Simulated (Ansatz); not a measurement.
Input file:

```yaml
crystal:
  periodic: [false, false, false]
  atoms:
    - {symbol: Al, position_ang: [0.000000, 0.034843, 1.300562]}
    - {symbol: P, position_ang: [0.000000, -0.073644, -1.088657]}
    - {symbol: H, position_ang: [0.000000, 1.330368, -1.360548]}
basis:
  gaussian: {orbitals: 6-31G}
magnetization: {spin_polarized: false, initial_magnetization: 3}
correlation: {method: ccsdtq, electrons: outside_noble_gas}
```

```sh
$ ansatz run in.yaml --threads 1 --pin off --events-out ev --progress --plain --max-ram 2393MiB
```

Output:

```
560 factors; integrals over basis functions are off by at most 1.2e-7 eV
mean field evaluation 1: about -15865.8104 eV, gradient 6.7e0 eV
mean field evaluation 2: about -15865.8139 eV, gradient 6.7e0 eV
mean field evaluation 4: about -15866.4291 eV, gradient 1.0e0 eV
mean field evaluation 8: about -15866.5373 eV, gradient 1.8e-1 eV
mean field evaluation 16: about -15866.3413 eV, gradient 2.5e0 eV
mean field evaluation 32: about -15866.3486 eV, gradient 1.8e-1 eV
mean field evaluation 64: about -15866.3276 eV, gradient 1.9e-3 eV
mean field evaluation 96: about -15864.2330 eV, gradient 3.2e-2 eV
mean field evaluation 128: about -15862.9156 eV, gradient 7.3e-3 eV
mean field evaluation 160: about -15866.3276 eV, gradient 7.9e-3 eV
...
cycle  12  -2.23263917 eV  change    2.7e-5 eV  update   7.5e-5
cycle  13  -2.23266875 eV  change   -3.0e-5 eV  update   4.6e-5
cycle  14  -2.23270224 eV  change   -3.3e-5 eV  update   2.8e-5
cycle  15  -2.23271164 eV  change   -9.4e-6 eV  update   1.4e-5
cycle  16  -2.23270383 eV  change    7.8e-6 eV  update   8.5e-6
cycle  17  -2.23269734 eV  change    6.5e-6 eV  update   4.9e-6
cycle  18  -2.23269511 eV  change    2.2e-6 eV  update   2.8e-6
cycle  19  -2.23269521 eV  change   -9.5e-8 eV  update   1.7e-6
cycle  20  -2.23269680 eV  change   -1.6e-6 eV  update   1.0e-6
cycle  21  -2.23269718 eV  change   -3.8e-7 eV  update   6.8e-7
Total energy: -15868.77048502 eV, -583.1665590857 hartree
```

For the same geometry and basis full CI lies 0.1 meV lower.

Ran on 1 thread of Arm Neoverse V1, shared host: 32 s wall, 0.25 GiB peak host memory.
